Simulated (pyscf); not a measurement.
H₂P–In [singlet] + H₂ → HP=InH + H₂, a concerted two-bond exchange (singlet surface; H–P, H–H broken, H–H, H–In formed). PySCF, gas phase, ωB97X-D3(BJ)/def2-SVP geometries. Energies in eV from the separated reactants.

Small-basis levels: PySCF, no dispersion term, spherical d functions. AM1 to PM7: differences of heats of formation from MOPAC, which are fitted to 298 K values and so differ in kind from electronic energies by zero-point and thermal terms. GFN2-xTB: tblite. Cost: rough CPU time at the saddle relative to B3LYP/6-31G*+LANL2DZ, from one job on a shared machine.

| level | barrier | reaction energy | cost |
|---|---|---|---|
| HF/6-31G*+LANL2DZ | 4.53 | +1.55 | 0.1 |
| SVWN5/6-31G*+LANL2DZ | 2.48 | +1.14 | 0.7 |
| PBE/6-31G*+LANL2DZ | 2.83 | +1.12 | 1 |
| B3LYP/LANL2DZ | 2.99 | +1.07 | 0.7 |
| B3LYP/6-311+G**+LANL2DZ | 3.16 | +1.16 | 1 |
| PBE/def2-SVP | 2.73 | +1.20 | 2 |
| B3LYP/def2-SVP | 3.19 | +1.35 | 2 |
| GFN2-xTB | 1.94 | +1.69 | under 0.02 |
| AM1 | 3.51 | +1.75 | under 0.02 |
| PM3 | 2.98 | +1.23 | under 0.02 |
| PM6 | 4.87 | +2.54 | under 0.02 |
| PM7 | 6.00 | +6.62 | under 0.02 |
| ωB97M-D3(BJ)/def2-TZVP | 3.43 | +1.24 | – |

Against the last row the barrier runs from -1.49 (GFN2-xTB) to +2.58 eV (PM7). At PM7 this geometry lies under one side, so the entry may be no barrier of that level: it is a single point on another level's saddle. ωB97M-D3(BJ)/def2-TZVP has limits of its own. The same reactants have a lower exit, to PH₃ + InH [singlet] (barrier +1.19 eV at ωB97M-D3(BJ)/def2-TZVP, against +3.43 eV here). One saddle was located; it need not be the lowest between these sides. One closed-shell reference is unstable to symmetry breaking; treat the single-reference values with care. In the def2 sets elements past Kr carry core potentials, without spin-orbit coupling.
